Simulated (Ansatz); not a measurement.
**C2H8N2 (ethylenediamine): the atomisation enthalpy at 298 K, rung by rung**

C2H8N2: 12 atoms, total charge 0, spin state singlet. As SMILES, `NCCN`. The shape is that of a PBE0-D4/def2-TZVP optimisation. This is one conformer, not always the lowest.

Each level gives the atomisation enthalpy at 298 K (kJ/mol). The values are calculated. The thermal term (zero-point and 298 K enthalpy, harmonic and unscaled) is that of B3LYP/6-31G*; the spin-orbit lowering of the free atoms at 298 K, 0.0 kJ/mol by their spectra, is taken off.

**The experiment to reproduce.** CRC Handbook of Chemistry and Physics gives the atomisation enthalpy at 298 K of the gas as 4141 kJ/mol.

| level | kind | program | value (kJ/mol) | computed − measured | CPU time (all runs) |
| --- | --- | --- | --- | --- | --- |
| HF/6-31G* (spherical functions) | Hartree–Fock | Ansatz | 2778 | -1363 | 3.5 s |
| SVWN5/6-31G* (spherical functions) | LDA | Ansatz | 4758 | +617 | 4.1 s |
| r2SCAN/6-31G* (spherical functions) | meta-GGA | Ansatz | 4062 | -79 | 13 s |
| B3LYP/6-31G* (spherical functions) | global hybrid | Ansatz | 4095 | -46 | 8.4 s |
| HSE06/6-31G* (spherical functions) | range-separated hybrid | Ansatz | 4107 | -34 | 8.3 s |
| B2PLYP/6-31G* (spherical functions) | double hybrid | Ansatz | 3957 | -184 | 8.9 s |
| RPA@PBE0/6-31G* (spherical functions) | RPA | Ansatz | 3622 | -519 | 11 s |
| CCSD/6-31G* (spherical functions) | coupled cluster or CI | Ansatz | 3614 | -527 | 12 s |

Nearest: HSE06/6-31G* (spherical functions) (-34 kJ/mol); farthest: HF/6-31G* (spherical functions) (-1363 kJ/mol). Computed less measured by kind, in kJ/mol (of the ab initio rows, those in 6-31G*): Hartree–Fock -1363; LDA +617; meta-GGA -79; global hybrid -46; range-separated hybrid -34; double hybrid -184; RPA -519; coupled cluster or CI -527. Wave-function methods converge slowly with the basis and bind too weakly in sets of this size; that is part of their error here. In so small a basis fixed costs decide the times, and correlated methods can beat functionals. Times are those of the runs behind each value, whatever else they computed, on shared processors of several kinds: orders of magnitude only.
